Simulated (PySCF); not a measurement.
## Electron affinity of O by level of theory

O⁻ [He] 2s2 2p5 (2P) → O [He] 2s2 2p4 (3P), as a difference of total energies. All numbers are calculated (PySCF 2.14, the spin-free X2C one-electron Hamiltonian (Gaussian nucleus), in aug-cc-pCVTZ-DK with one added diffuse shell each of s, p, d, f type (8s7p5d3f, 75 functions)). Correlated levels: valence: 1s2 frozen. The calculations carry no spin-orbit coupling.

```
           method  electron affinity (eV)
              UHF                  -0.569
    MP2 (valence)                   1.431
SCS-MP2 (valence)                   1.396
   CCSD (valence)                   1.192
CCSD(T) (valence)                   1.349
```

Errors of the correlated levels include the incompleteness of this basis and the frozen core.

A negative affinity means that the anion lies above the atom at that level of theory.

Which method comes closest to the reference value, and which is furthest?

The reference is 1.461 eV (measured; photodetachment measurements, as compiled on the Wikipedia data page of electron affinities). Closest: MP2 (valence) (error -0.030 eV); furthest: UHF (error -2.030 eV).
